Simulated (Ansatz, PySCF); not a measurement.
Reaction (SMILES): [CH2]S -> [CH2-]S (an electron is taken up)
Structures are relaxed separately at B3LYP-D3(BJ)/def2-TZVP in Ansatz (an electronic-structure program), one conformer each, not searched for the lowest.

Quantity: adiabatic electron affinity (electronic energy difference), positive where the reaction releases energy, in eV. Valence correlation only, unless marked. Open shells are spin-unrestricted. No spin-orbit coupling. No relativistic terms. Anions need diffuse functions: aug- sets have them; def2-D sets add few; the other sets have none. CBS marks a two-point X^-3 extrapolation of the correlation energy; Hartree-Fock from the larger set. The bracket is a focal-point correction in the basis named.

RI-MP2/CBS(aug-cc-pV(T+d)Z,aug-cc-pV(Q+d)Z)+[CCSD(T)-MP2]/aug-cc-pV(T+d)Z (Ansatz) gives 0.59 eV.

Q: Another calculation gave 0.46 eV. Which level was it?
A. LC-wPBE/def2-TZVPD (Ansatz)
B. BHLYP/def2-TZVPD (Ansatz)
C. HF/def2-TZVPD (PySCF)
D. PW6B95/def2-TZVPD (PySCF)

A: D, PW6B95/def2-TZVPD (PySCF). The others give 0.35 (LC-wPBE), -0.83 (HF), 0.22 (BHLYP) eV.
